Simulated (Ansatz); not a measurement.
For zinc-blende ZnSe, r²SCAN+rVV10 (Ansatz, a quantum-chemistry and plane-wave program, PAW) gives:

- lattice constant a: 5.640 Å
- formation enthalpy: -0.828 eV/atom

**Question.** What does HSE06 (Ansatz, plane waves, PAW) give for the same quantities?

**Answer.** 
- lattice constant a: 5.701 Å (rises by 1.1 %)
- formation enthalpy: -0.876 eV/atom (moves by -0.048 eV/atom)

For comparison: lattice constant a 5.668 Å (measured, room temperature, not corrected to a static lattice; as tabulated in Albrecht et al. (1997), arXiv:cond-mat/9706128); formation enthalpy -0.85 eV/atom (measured, 298 K, no zero-point or thermal correction; as tabulated in Zhang et al. (2018), doi:10.1038/s41524-018-0065-z).

Changes are worked out from the printed values.

Unless a cell is named, each level is at its own relaxed cell (r²SCAN+rVV10 22.42, HSE06 23.16 Å³/atom).

Caveats: exact exchange on metals is sensitive to the k mesh and can open a false gap (HSE06). Ansatz's density-functional and Hartree–Fock values are scalar-relativistic unless marked +SOC, with PAW data made under PBE.
